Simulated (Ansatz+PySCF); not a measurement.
**singlet CH₂S: levels of theory in one basis**

```yaml
atoms:
  - { symbol: C, position_ang: [-0.0340, -0.0204, -1.0521] }
  - { symbol: S, position_ang: [-0.0354, 0.0071, 0.5501] }
  - { symbol: H, position_ang: [-0.0320, -0.9570, -1.6398] }
  - { symbol: H, position_ang: [-0.0063, 0.8801, -1.6131] }
```

Basis set: def2-SVP (spherical functions). Correlated methods keep 6 orbitals frozen. Charge 0, multiplicity 1.

Computed with Ansatz (development build ahead of 0.2.0); each method stands on the lowest determinant of its kind that the runs found. NEVPT2 correlates all electrons. Active spaces start from the frontier orbitals, and the lowest solution found is given.

```csv
method,E − E(RHF) (eV),<S²> of the determinant
RHF,0.00,0.00
UHF,-0.07,0.28
RHF-MP2,-7.17,–
UHF-MP2,-6.79,0.28
RHF-CCSD,-7.89,–
UHF-CCSD,-7.87,0.28
RHF-CCSD(T),-8.19,–
UHF-CCSD(T),-8.16,0.28
"CASSCF(4,3)",-0.84,–
```

Problem. What does SC-NEVPT2(4,3) give on the same scale?

Solution. -7.57 eV. NEVPT2 here correlates all electrons, so it doesn't share the others' frozen core.

Problem. Is a single determinant a sound starting point here?

Solution. Only with care. Unrestricted orbitals gain 0.07 eV and <S²> is 0.28 against 0.00 for a pure state, so spin symmetry breaks but gains little energy; restricted orbitals can still serve. The CASSCF(4,3) natural occupations are 2.00, 1.89, 0.11.

Caution for UHF, UHF-MP2, UHF-CCSD, UHF-CCSD(T): the unrestricted determinant is spin contaminated. Caution for UHF-MP2: another reference gives a lower total.
